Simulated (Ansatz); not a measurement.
# Worked example: vertical electron affinity of C2F3 (trifluorovinyl radical)

C2F3: 5 atoms, total charge 0, spin state doublet. As SMILES, `F[C]=C(F)F`. The coordinates come from a PBE0-D4/def2-TZVP relaxation.

Both states at this one shape; open shells run unrestricted unless said. 1 Eh = 27.2114 eV.

```
                                       level  program  doublet C2F3 (Eh)  singlet [C2F3]− (Eh)
                            UPBE/aug-cc-pVDZ   Ansatz        -375.279872           -375.329124
                          UBHLYP/aug-cc-pVDZ   Ansatz        -375.486739           -375.537199
                         U-wB97X/aug-cc-pVDZ   Ansatz        -375.554936           -375.609069
UCCSD(T)/aug-cc-pVDZ, 5 core orbitals frozen   Ansatz        -374.842393           -374.890500
```

Problem. Work out the vertical electron affinity, E(N) − E(N+1), at each level.

Solution. 
1. UPBE/aug-cc-pVDZ: -375.279872 − (-375.329124) = 0.049252 Eh = 1.34 eV.
2. UBHLYP/aug-cc-pVDZ: -375.486739 − (-375.537199) = 0.050460 Eh = 1.37 eV.
3. U-wB97X/aug-cc-pVDZ: -375.554936 − (-375.609069) = 0.054133 Eh = 1.47 eV.
4. UCCSD(T)/aug-cc-pVDZ: -374.842393 − (-374.890500) = 0.048107 Eh = 1.31 eV.

No measured value is set beside it here; the levels span 1.31 to 1.47 eV. The first state is spin-contaminated at UCCSD(T)/aug-cc-pVDZ (⟨S²⟩ = 0.94).
